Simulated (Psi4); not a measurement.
Process, species as SMILES: S (H2S) + H+ → [SH3+]
B3LYP-D3(BJ)/def2-TZVP geometries, fixed; electronic energies without zero-point terms; positive where energy is released.

Energies in hartree at MP2 with Psi4; the proton affinity is their sum with the coefficients shown, times 627.509 kcal/mol a hartree; the bare proton counts zero. All functions are spherical. Density fitting with the program's default auxiliary sets. Cores are frozen. No added dispersion term, no relativity.

```json
[
 {"species": "S (H2S)", "coefficient": "+1", "part": "Hartree-Fock", "cc-pV(D+d)Z": "-398.69864", "cc-pV(T+d)Z": "-398.71489", "cc-pV(Q+d)Z": "-398.71895"},
 {"species": "S (H2S)", "coefficient": "+1", "part": "correlation", "cc-pV(D+d)Z": "-0.14584", "cc-pV(T+d)Z": "-0.19074", "cc-pV(Q+d)Z": "-0.20671"},
 {"species": "[SH3+]", "coefficient": "-1", "part": "Hartree-Fock", "cc-pV(D+d)Z": "-398.97939", "cc-pV(T+d)Z": "-398.99653", "cc-pV(Q+d)Z": "-399.00063"},
 {"species": "[SH3+]", "coefficient": "-1", "part": "correlation", "cc-pV(D+d)Z": "-0.14738", "cc-pV(T+d)Z": "-0.18724", "cc-pV(Q+d)Z": "-0.20174"}
]
```

Problem. Predict the proton affinity in cc-pV(5+d)Z (X = 5): let each Hartree-Fock step shrink by the ratio of the last two, and fit each correlation energy at X = 3 and 4 to E + A/X^3. Compare with the run.

Solution. 
- S (H2S): steps -0.01625 and -0.00406, ratio 0.250, so Hartree-Fock -398.71997 (run: -398.71974); A = (-0.19074 - (-0.20671))/(1/27 - 1/64) = 0.7458, correlation -0.20671 - A/64 + A/125 = -0.21240 (run: -0.21331).
- [SH3+]: steps -0.01714 and -0.00410, ratio 0.239, so Hartree-Fock -399.00161 (run: -399.00148); A = (-0.18724 - (-0.20174))/(1/27 - 1/64) = 0.6772, correlation -0.20174 - A/64 + A/125 = -0.20690 (run: -0.20770).
Predicted 173.28 kcal/mol; the run in cc-pV(5+d)Z gives 173.27, a miss of 0.01. Keeping the value in cc-pV(Q+d)Z, 173.64, would miss by 0.36. All sums are of the energies as printed.
